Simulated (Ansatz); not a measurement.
```yaml
crystal:
  periodic: [false, false, false]
  atoms:
    - {symbol: Pd, position_ang: [0.000000, 0.000000, 0.000000]}
    - {symbol: H, position_ang: [0.000000, 0.000000, -1.700409]}
    - {symbol: H, position_ang: [0.000000, 0.000000, 1.700409]}
basis:
  gaussian: {orbitals: def2-TZVP}
magnetization: {spin_polarized: true, initial_magnetization: 2}
hamiltonian: {xc: pbe0}
relax: {f_tol: 0.004, max_steps: 80}
```

```sh
$ ansatz run in.yaml --threads 1 --pin off --events-out ev --progress --plain --max-ram 2176MiB
```

Steps of the relaxation (energy above the last step; positions in Å, forces in eV/Å):

```
3
step 1, 16.6 meV
Pd    0.000    0.000    0.000    0.000    0.000    0.000
H     0.000    0.000   -1.700    0.000    0.000    0.378
H     0.000    0.000    1.700    0.000    0.000   -0.378
```

```
3
step 2, 0.0 meV
Pd    0.000    0.000    0.000    0.000    0.000    0.000
H     0.000    0.000   -1.660    0.000    0.000    0.021
H     0.000    0.000    1.660    0.000    0.000   -0.021
```

```
3
step 3, 0.0 meV
Pd    0.000    0.000    0.000    0.000    0.000    0.000
H     0.000    0.000   -1.658    0.000    0.000    0.000
H     0.000    0.000    1.658    0.000    0.000    0.000
```

Close pairs at the end: Pd1–H2 1.658 Å, Pd1–H3 1.658 Å.

A stationary point of unrestricted PBE0 after 3 steps, with ⟨S²⟩ = 2.011 against 2.00 for a pure state; no frequencies were run, so it isn't proven a minimum. 11 s on 1 thread of Arm Neoverse V2, shared host.
